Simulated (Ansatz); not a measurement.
# SiH2Cl (doublet): wave-function methods side by side at distance Cl1–H2 along a hydrogen transfer = 1.386 Å, cc-pVTZ

Aim: climb from Hartree-Fock through coupled cluster and multireference methods for SiH2Cl (doublet) at one geometry and basis, and see what each rung misses.

The runs use Ansatz 0.2.0, Gaussian basis; cc-pVTZ, core rule «outside noble gas», up to 10 orbitals frozen.

Plan: UHF; CCSD(T) on ROHF; CCSD(T) on UHF; BCCD(T) on ROHF; CCSDT(Q) on ROHF; CCSDT(Q) on UHF; CASSCF and NEVPT2, 3 electrons in 3 orbitals; CASSCF and NEVPT2, 13 electrons in 10 orbitals.

### Step 1. The system

The geometry derives from fragments relaxed apart (PBE0/def2-TZVP) and kept rigid, so it is no stationary point. A hydrogen atom is moved between rigid fragments.

4 atoms, charge 0, spin multiplicity 2.

Atoms are counted from 1 here; the program's logs count them from 0.

Bond lengths: Cl1–H2 1.386 Å, Si3–H4 1.532 Å.

In the tables R marks a restricted open-shell determinant and U an unrestricted one; 'pair' is the active space of 3 electrons in 3 orbitals; 'valence' is the active space of 13 electrons in 10 orbitals; energies count from the table's Hartree-Fock row.

### Step 2. UHF

Input file in.yaml:

```yaml
crystal:
  periodic: [false, false, false]
  atoms:
    - {symbol: Cl, position_ang: [-1.568301, 0.022748, 0.000000]}
    - {symbol: H, position_ang: [-0.182301, 0.022748, 0.000000]}
    - {symbol: Si, position_ang: [1.903699, 0.022748, 0.000000]}
    - {symbol: H, position_ang: [2.300133, -1.456765, 0.000000]}
basis:
  gaussian: {orbitals: cc-pVTZ}
magnetization: {spin_polarized: true, initial_magnetization: 1}
hamiltonian: {xc: hf}
output: {orbitals: {seedname: orbitals}}
```

Launch:

```console
$ ansatz run in.yaml --threads 1 --pin off --events-out ev --progress --plain --max-ram 4096MiB --backend cpu
```

The log of the run:

```text
Functional definition: HF
  name "HF"
  cite "Fock, Z. Phys. 61, 126 (1930) doi:10.1007/BF01340294"
  parent pbe
  exchange = exact_x
  correlation = 0
846 factors; their error is unknown
mean field evaluation 1: about -20394.0288 eV, gradient 1.1e1 eV
mean field evaluation 2: about -20395.0834 eV, gradient 4.7e0 eV
mean field evaluation 4: about -20395.2834 eV, gradient 5.5e-1 eV
mean field evaluation 8: about -20395.8233 eV, gradient 7.0e-1 eV
mean field evaluation 16: about -20395.8239 eV, gradient 1.8e-5 eV
mean field evaluation 32: about -20395.8180 eV, gradient 7.7e-2 eV
mean field evaluation 64: about -20395.7119 eV, gradient 3.8e-1 eV
mean field evaluation 96: about -20395.6007 eV, gradient 4.7e-2 eV
mean field -20395.82393408 eV, -749.5327047916 hartree, gradient 6.2e-6 eV, S^2 0.780664; 3 other end points of the search recorded, 0 dependent functions left out
reference -20395.82393408 eV, -749.5327047916 hartree; 17, 16 occupied and 79, 80 virtual orbitals, 846 factors
Total energy: -20395.82393408 eV, -749.5327047916 hartree
```

Wall time 6 s (1 thread of AMD EPYC 7R13, shared host).

From the report: ⟨S²⟩ of the determinant 0.781 (pure doublet: 0.75).

### Step 3. CCSD(T) on ROHF

Changes to in.yaml since step 2:

```diff
@@ -9,4 +9,3 @@
   gaussian: {orbitals: cc-pVTZ}
-magnetization: {spin_polarized: true, initial_magnetization: 1}
-hamiltonian: {xc: hf}
-output: {orbitals: {seedname: orbitals}}
+magnetization: {spin_polarized: false, initial_magnetization: 1}
+correlation: {method: ccsd_t, electrons: outside_noble_gas}
```

Launch:

```console
$ ansatz run in.yaml --threads 2 --pin off --events-out ev --progress --plain --max-ram 24576MiB --backend cuda --devices 0, --max-vram 18GiB
```

The log of the run, shortened:

```text
Functional definition: HF
  name "HF"
  cite "Fock, Z. Phys. 61, 126 (1930) doi:10.1007/BF01340294"
  parent pbe
[...]
559 factors; integrals over basis functions are off by at most 8.4e-4 eV
[...]
mean field -20395.66323019 eV, -749.5267990323 hartree, gradient 2.1e-6 eV, S^2 0.750000; 7 other end points of the search recorded, 0 dependent functions left out
[...]
determinant -20395.66323019 eV, -749.5267990323 hartree, with singles and doubles -20405.02790754 eV, -749.8709445775 hartree
determinant -20395.43439331 eV, -749.5183894322 hartree, with singles and doubles -20404.79780026 eV, -749.8624882908 hartree
determinant -20392.18959563 eV, -749.3991453170 hartree, with singles and doubles -20401.79645641 eV, -749.7521909386 hartree
determinant -20395.66323019 eV, -749.5267990323 hartree, with singles and doubles -20404.92736908 eV, -749.8672498573 hartree
determinant -20395.43439331 eV, -749.5183894322 hartree, with singles and doubles -20404.69473886 eV, -749.8587008542 hartree
[...]
10 core orbitals not correlated: weight in the atoms' cores, before any rotation towards them, 1.000 or more for the frozen orbitals, at most 0.000 for the correlated occupied ones
reference -20395.66323019 eV, -749.5267990323 hartree; 7, 6 occupied and 79, 80 virtual orbitals, 559 factors
second order -8.09646966 eV of doubles, -0.07806459 eV of singles
cycle   1  -9.26413966 eV  change   -7.7e-7 eV  update   1.7e-6
perturbative correction -0.34302710 eV, -0.0126060132 hartree
Total energy: -20405.27039694 eV, -749.8798558987 hartree
```

It took 16 s on 1 × H100 (card shared with other runs) with 2 threads of AMD EPYC 7R13, shared host; peak host memory 0.77 GiB.

From the report: correlation -9.6072 eV; T1 0.017; largest double amplitude 0.07.

### Step 4. CCSD(T) on UHF

Changes to in.yaml since step 3:

```diff
@@ -9,3 +9,3 @@
   gaussian: {orbitals: cc-pVTZ}
-magnetization: {spin_polarized: false, initial_magnetization: 1}
+magnetization: {spin_polarized: true, initial_magnetization: 1}
 correlation: {method: ccsd_t, electrons: outside_noble_gas}
```

Launched as before.

The log of the run, shortened:

```text
Functional definition: HF
  name "HF"
  cite "Fock, Z. Phys. 61, 126 (1930) doi:10.1007/BF01340294"
  parent pbe
[...]
559 factors; integrals over basis functions are off by at most 8.4e-4 eV
[...]
mean field -20395.82445269 eV, -749.5327238501 hartree, gradient 7.6e-6 eV, S^2 0.780664; 13 other end points of the search recorded, 0 dependent functions left out
determinant -20395.82445269 eV, -749.5327238501 hartree, with singles and doubles -20405.02996246 eV, -749.8710200944 hartree
determinant -20395.60147890 eV, -749.5245297144 hartree, with singles and doubles -20404.76121748 eV, -749.8611438985 hartree
determinant -20393.60244799 eV, -749.4510666834 hartree, with singles and doubles -20402.55898549 eV, -749.7802133655 hartree
determinant -20393.51230333 eV, -749.4477539284 hartree, with singles and doubles -20402.49324200 eV, -749.7777973367 hartree
determinant -20393.42097396 eV, -749.4443976358 hartree, with singles and doubles -20402.34826874 eV, -749.7724696679 hartree
determinant -20392.49291146 eV, -749.4102919681 hartree, with singles and doubles -20401.78441359 eV, -749.7517483734 hartree
determinant -20395.82445269 eV, -749.5327238501 hartree, with singles and doubles -20404.93421570 eV, -749.8675014659 hartree
determinant -20395.60147890 eV, -749.5245297144 hartree, with singles and doubles -20404.69015333 eV, -749.8585323391 hartree
10 core orbitals not correlated: weight in the atoms' cores, before any rotation towards them, 1.000 or more for the frozen orbitals, at most 0.000 for the correlated occupied ones
reference -20395.82445269 eV, -749.5327238501 hartree; 7, 6 occupied and 79, 80 virtual orbitals, 559 factors
second order -7.97432735 eV of doubles, -0.00000000 eV of singles
cycle   1  -9.10976508 eV  change   -2.1e-6 eV  update   4.0e-6
perturbative correction -0.33572803 eV, -0.0123377776 hartree
Total energy: -20405.26994580 eV, -749.8798393196 hartree
```

Run time: 15 s. Hardware: 1 × H100 (card shared with other runs) with 2 threads of AMD EPYC 7R13, shared host; peak host memory 0.77 GiB.

From the report: ⟨S²⟩ of the determinant 0.781 (pure doublet: 0.75); correlation -9.4455 eV; T1 0.014; largest double amplitude 0.07.

### Step 5. BCCD(T) on ROHF

Changes to in.yaml since step 4:

```diff
@@ -9,3 +9,3 @@
   gaussian: {orbitals: cc-pVTZ}
-magnetization: {spin_polarized: true, initial_magnetization: 1}
-correlation: {method: ccsd_t, electrons: outside_noble_gas}
+magnetization: {spin_polarized: false, initial_magnetization: 1}
+correlation: {method: bccd_t, electrons: outside_noble_gas}
```

Launched as before.

The log of the run, shortened:

```text
Functional definition: HF
  name "HF"
  cite "Fock, Z. Phys. 61, 126 (1930) doi:10.1007/BF01340294"
  parent pbe
[...]
559 factors; integrals over basis functions are off by at most 8.4e-4 eV
[...]
mean field -20395.66323019 eV, -749.5267990323 hartree, gradient 2.1e-6 eV, S^2 0.750000; 7 other end points of the search recorded, 0 dependent functions left out
[...]
determinant -20395.66323019 eV, -749.5267990323 hartree, with singles and doubles -20405.02790754 eV, -749.8709445775 hartree
determinant -20395.43439331 eV, -749.5183894322 hartree, with singles and doubles -20404.79780026 eV, -749.8624882908 hartree
determinant -20392.18959563 eV, -749.3991453170 hartree, with singles and doubles -20401.79645641 eV, -749.7521909386 hartree
determinant -20395.66323019 eV, -749.5267990323 hartree, with singles and doubles -20404.92736908 eV, -749.8672498573 hartree
determinant -20395.43439331 eV, -749.5183894322 hartree, with singles and doubles -20404.69473886 eV, -749.8587008542 hartree
[...]
10 core orbitals not correlated: weight in the atoms' cores, before any rotation towards them, 1.000 or more for the frozen orbitals, at most 0.000 for the correlated occupied ones
reference -20395.66323019 eV, -749.5267990323 hartree; 7, 6 occupied and 79, 80 virtual orbitals, 559 factors
second order -8.09646966 eV of doubles, -0.07806459 eV of singles
cycle   1  -9.26523453 eV  change   -1.1e-3 eV  update   3.7e-3
[...]
cycle   9  -9.26292011 eV  change   -2.4e-6 eV  update   8.1e-6
perturbative correction -0.34395641 eV, -0.0126401649 hartree
Total energy: -20405.27010671 eV, -749.8798452327 hartree
```

Wall time 14 s (1 × H100 (card shared with other runs) with 2 threads of AMD EPYC 7R13, shared host); peak host memory 0.78 GiB.

From the report: correlation -9.6069 eV; largest double amplitude 0.07.

### Step 6. CCSDT(Q) on ROHF

Changes to in.yaml since step 5:

```diff
@@ -10,2 +10,2 @@
 magnetization: {spin_polarized: false, initial_magnetization: 1}
-correlation: {method: bccd_t, electrons: outside_noble_gas}
+correlation: {method: ccsdt_q, electrons: outside_noble_gas}
```

The command is unchanged.

The log of the run, shortened:

```text
Functional definition: HF
  name "HF"
  cite "Fock, Z. Phys. 61, 126 (1930) doi:10.1007/BF01340294"
  parent pbe
[...]
1137 factors; integrals over basis functions are off by at most 2.3e-7 eV
[...]
mean field -20395.66326554 eV, -749.5268003313 hartree, gradient 9.9e-6 eV, S^2 0.750000; 7 other end points of the search recorded, 0 dependent functions left out
[...]
determinant -20395.66326554 eV, -749.5268003313 hartree, with singles and doubles -20405.02796469 eV, -749.8709466776 hartree
determinant -20395.43444034 eV, -749.5183911607 hartree, with singles and doubles -20404.79786690 eV, -749.8624907398 hartree
determinant -20392.18963866 eV, -749.3991468983 hartree, with singles and doubles -20401.79652170 eV, -749.7521933383 hartree
determinant -20395.66326554 eV, -749.5268003313 hartree, with singles and doubles -20404.92739738 eV, -749.8672508971 hartree
determinant -20395.43444034 eV, -749.5183911607 hartree, with singles and doubles -20404.69477803 eV, -749.8587022936 hartree
10 core orbitals not correlated: weight in the atoms' cores, before any rotation towards them, 1.000 or more for the frozen orbitals, at most 0.000 for the correlated occupied ones
reference -20395.66326554 eV, -749.5268003313 hartree; 7, 6 occupied and 79, 80 virtual orbitals, 1137 factors
second order -8.09650188 eV of doubles, -0.07806423 eV of singles
cycle   1  -8.93849839 eV  change   -7.6e-1 eV  update   8.5e-2
[...]
cycle  19  -9.64144798 eV  change   -5.2e-7 eV  update   1.2e-6
perturbative correction -0.01525826 eV, -0.0005607308 hartree
Total energy: -20405.31997177 eV, -749.8816777401 hartree
```

Wall time 36 s (1 × H100 (card shared with other runs) with 2 threads of AMD EPYC 7R13, shared host); peak host memory 1.1 GiB.

From the report: correlation -9.6567 eV; T1 0.017; largest double amplitude 0.08.

### Step 7. CCSDT(Q) on UHF

Changes to in.yaml since step 6:

```diff
@@ -9,3 +9,3 @@
   gaussian: {orbitals: cc-pVTZ}
-magnetization: {spin_polarized: false, initial_magnetization: 1}
+magnetization: {spin_polarized: true, initial_magnetization: 1}
 correlation: {method: ccsdt_q, electrons: outside_noble_gas}
```

Same command.

The log of the run, shortened:

```text
Functional definition: HF
  name "HF"
  cite "Fock, Z. Phys. 61, 126 (1930) doi:10.1007/BF01340294"
  parent pbe
[...]
1137 factors; integrals over basis functions are off by at most 2.3e-7 eV
[...]
mean field -20395.82448763 eV, -749.5327251340 hartree, gradient 6.8e-6 eV, S^2 0.780664; 12 other end points of the search recorded, 0 dependent functions left out
determinant -20395.82448763 eV, -749.5327251340 hartree, with singles and doubles -20405.02973019 eV, -749.8710115587 hartree
determinant -20395.60152356 eV, -749.5245313554 hartree, with singles and doubles -20404.76108597 eV, -749.8611390654 hartree
determinant -20393.60249786 eV, -749.4510685160 hartree, with singles and doubles -20402.56004460 eV, -749.7802522870 hartree
determinant -20393.51235667 eV, -749.4477558883 hartree, with singles and doubles -20402.49249573 eV, -749.7777699121 hartree
determinant -20393.42102494 eV, -749.4443995093 hartree, with singles and doubles -20402.34840160 eV, -749.7724745503 hartree
determinant -20395.82448763 eV, -749.5327251340 hartree, with singles and doubles -20404.93424392 eV, -749.8675025028 hartree
determinant -20395.60152356 eV, -749.5245313554 hartree, with singles and doubles -20404.69019242 eV, -749.8585337758 hartree
10 core orbitals not correlated: weight in the atoms' cores, before any rotation towards them, 1.000 or more for the frozen orbitals, at most 0.000 for the correlated occupied ones
reference -20395.82448763 eV, -749.5327251340 hartree; 7, 6 occupied and 79, 80 virtual orbitals, 1137 factors
second order -7.97435870 eV of doubles, -0.00000000 eV of singles
cycle   1  -8.75319429 eV  change   -7.8e-1 eV  update   8.7e-2
[...]
cycle  19  -9.48125080 eV  change   -5.8e-7 eV  update   1.2e-6
perturbative correction -0.01517186 eV, -0.0005575557 hartree
Total energy: -20405.32091029 eV, -749.8817122300 hartree
```

It took 55 s on 1 × H100 (card shared with other runs) with 2 threads of AMD EPYC 7R13, shared host; peak host memory 1 GiB.

From the report: ⟨S²⟩ of the determinant 0.781 (pure doublet: 0.75); correlation -9.4964 eV; T1 0.015; largest double amplitude 0.08.

### Step 8. CASSCF and NEVPT2, 3 electrons in 3 orbitals

Changes to in.yaml since step 7:

```diff
@@ -9,3 +9,3 @@
   gaussian: {orbitals: cc-pVTZ}
-magnetization: {spin_polarized: true, initial_magnetization: 1}
-correlation: {method: ccsdt_q, electrons: outside_noble_gas}
+magnetization: {spin_polarized: false, initial_magnetization: 1}
+correlation: {method: sc_nevpt2, electrons: outside_noble_gas, active_space: {window: {electrons: 3, orbitals: 3}}}
```

Same command.

The log of the run:

```text
Functional definition: HF
  name "HF"
  cite "Fock, Z. Phys. 61, 126 (1930) doi:10.1007/BF01340294"
  parent pbe
  exchange = exact_x
  correlation = 0
559 factors; integrals over basis functions are off by at most 8.4e-4 eV
mean field evaluation 1: about -20394.5557 eV, gradient 1.4e1 eV
mean field evaluation 2: about -20394.5589 eV, gradient 1.4e1 eV
mean field evaluation 4: about -20395.6409 eV, gradient 1.6e0 eV
mean field evaluation 8: about -20395.6630 eV, gradient 1.1e-1 eV
mean field evaluation 16: about -20395.4355 eV, gradient 2.2e-1 eV
mean field evaluation 32: about -20395.6585 eV, gradient 6.9e-1 eV
mean field -20395.66323019 eV, -749.5267990323 hartree, gradient 2.1e-6 eV, S^2 0.750000; 6 other end points of the search recorded, 0 dependent functions left out
reference -20395.66323019 eV, -749.5267990323 hartree; 17, 16 occupied and 79, 80 virtual orbitals, 559 factors
state -20396.14683809 eV, -749.5445712950 hartree
state -20396.14683809 eV, -749.5445712950 hartree; corrected -20403.85847482 eV, -749.8279687177 hartree
Total energy: -20403.85847482 eV, -749.8279687177 hartree
```

Run time: 19 s. Hardware: 1 × H100 (card shared with other runs) with 2 threads of AMD EPYC 7R13, shared host; peak host memory 0.76 GiB.

From the report: 9 determinants; active occupations 1.93, 1.00, 0.07.

### Step 9. CASSCF and NEVPT2, 13 electrons in 10 orbitals

Changes to in.yaml since step 8:

```diff
@@ -10,2 +10,2 @@
 magnetization: {spin_polarized: false, initial_magnetization: 1}
-correlation: {method: sc_nevpt2, electrons: outside_noble_gas, active_space: {window: {electrons: 3, orbitals: 3}}}
+correlation: {method: sc_nevpt2, electrons: outside_noble_gas, active_space: {window: {electrons: 13, orbitals: 10}, shells: [{species: Cl, l: s, shell: 3}, {species: Cl, l: p, shell: 3}, {species: H, l: s, shell: 1}, {species: Si, l: s, shell: 3}, {species: Si, l: p, shell: 3}]}}
```

Launched as before.

The log of the run:

```text
Functional definition: HF
  name "HF"
  cite "Fock, Z. Phys. 61, 126 (1930) doi:10.1007/BF01340294"
  parent pbe
  exchange = exact_x
  correlation = 0
1137 factors; integrals over basis functions are off by at most 2.3e-7 eV
mean field evaluation 1: about -20394.5564 eV, gradient 1.4e1 eV
mean field evaluation 2: about -20394.5589 eV, gradient 1.4e1 eV
mean field evaluation 4: about -20395.6409 eV, gradient 1.6e0 eV
mean field evaluation 8: about -20395.6630 eV, gradient 1.1e-1 eV
mean field evaluation 16: about -20395.4344 eV, gradient 5.8e-4 eV
mean field evaluation 32: about -20395.6135 eV, gradient 4.7e-1 eV
mean field -20395.66326554 eV, -749.5268003313 hartree, gradient 9.9e-6 eV, S^2 0.750000; 6 other end points of the search recorded, 0 dependent functions left out
reference -20395.66326554 eV, -749.5268003313 hartree; 17, 16 occupied and 79, 80 virtual orbitals, 1137 factors
state -20397.10913305 eV, -749.5799349825 hartree
state -20397.10913305 eV, -749.5799349825 hartree; corrected -20403.34164544 eV, -749.8089755882 hartree
Total energy: -20403.34164544 eV, -749.8089755882 hartree
Checks for a lower state left out: starts, orbital_swaps
```

It took 16 s on 1 × H100 (card shared with other runs) with 2 threads of AMD EPYC 7R13, shared host; peak host memory 0.78 GiB.

From the report: 12,544 determinants; active occupations 2.00, 2.00, 2.00, 1.98, 1.97, 1.93, 1.00, 0.07, 0.03, 0.03.

### Step 10. How many determinants matter

Natural occupations of the CASSCF valence state about the gap (report; correlated orbitals 3 to 10): 1.999, 1.979, 1.973, 1.927, 1.001, 0.067, 0.029, 0.026. The count of effectively unpaired electrons, Σ n²(2 − n)², is 1.05; a single determinant of this spin has 1.

### Step 11. Misses and costs

The yardstick is UCCSDT(Q), where the cluster series has nearly closed. Rows without a time come out of other runs: HF, MP2 and CCSD of CCSD(T), CCSDT of CCSDT(Q), CASSCF and MRCISD of the multireference runs.

Differences are taken before rounding.

```tsv
method	energy from the lowest RHF (meV)	from UCCSDT(Q) (meV)	time
RHF	0.0	+9657.7	
UHF	-161.2	+9496.5	
RMP2	-8174.5	+1483.1	
UMP2	-8135.5	+1522.1	
RCCSD	-9264.1	+393.5	
UCCSD	-9271.0	+386.7	
RCCSD(T)	-9607.2	+50.5	16 s
UCCSD(T)	-9606.7	+51.0	15 s
BCCD(T)	-9606.9	+50.8	14 s
RCCSDT	-9641.5	+16.2	
UCCSDT	-9642.5	+15.2	
RCCSDT(Q)	-9656.7	+0.9	36 s
UCCSDT(Q)	-9657.7	0	55 s
CASSCF pair	-483.6	+9174.1	
NEVPT2 pair	-8195.2	+1462.4	19 s
CASSCF valence	-1445.9	+8211.8	
NEVPT2 valence	-7678.4	+1979.3	16 s
```

Among the levels timed on like hardware and quicker than the yardstick, those that no quicker one beats, quickest first: BCCD(T) (14 s, +50.8 meV); RCCSD(T) (16 s, +50.5 meV); RCCSDT(Q) (36 s, +0.9 meV).

### Step 12. Outcome

| quantity | value |
| --- | --- |
| UCCSDT(Q) below the RHF energy | -9.6577 eV |
| RMP2 from UCCSDT(Q) | +1483.1 meV |
| UMP2 from UCCSDT(Q) | +1522.1 meV |
| RCCSD from UCCSDT(Q) | +393.5 meV |
| RCCSD(T) from UCCSDT(Q) | +50.5 meV |
| UCCSD(T) from UCCSDT(Q) | +51.0 meV |
| RCCSDT(Q) from UCCSDT(Q) | +0.9 meV |
| NEVPT2 pair from UCCSDT(Q) | +1462.4 meV |
| NEVPT2 valence from UCCSDT(Q) | +1979.3 meV |
| levels within 1 kcal/mol (43 meV) | RCCSDT, UCCSDT, RCCSDT(Q) |
| T1 diagnostic | 0.017 |
| effectively unpaired electrons | 1.05 |

What this shows: RCCSD(T) misses by +50.5 meV, 0.5 % of the correlation energy. One determinant dominates. Of the multireference levels listed NEVPT2 pair comes nearest in total energy (+1462.4 meV), which doesn't show that its space is the better one. These misses are within one basis, not against nature; the frozen cores of restricted and unrestricted runs differ, which can shift their rows.

RCCSDT(Q) reaches 0.9 meV from the reference in 36 s, where UCCSDT(Q) took 55 s; the quickest level in the cost chart, BCCD(T), takes 14 s and misses by 50.8 meV.
